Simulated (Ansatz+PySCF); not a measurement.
Results of a calculation; reference values are marked as such.
## PySCF 2.14.0 run

```python
from pyscf import gto, scf, mp

mol = gto.M(atom="""
F 0.000000 0.200330 -1.291940
O 0.000000 -0.509290 0.215450
O 0.000000 0.308970 1.076490
""", basis='cc-pvtz', charge=0, spin=1)
mf = scf.UHF(mol)
mf.kernel()
pt = mp.MP2(mf, frozen=3).run()
print(mf.e_tot, pt.e_corr, pt.e_tot)
```

The script is written out from the run's settings.

Results

```
Converged                       : yes
Reference energy                : -248.97683 hartree
Correlation energy              : -0.74050 hartree
Total energy                    : -249.71732 hartree
Spin squared of the determinant : 0.766
```

The reference isn't the lowest determinant (another lies 1.70 eV lower), but the same method gives a higher total on the lower determinant.
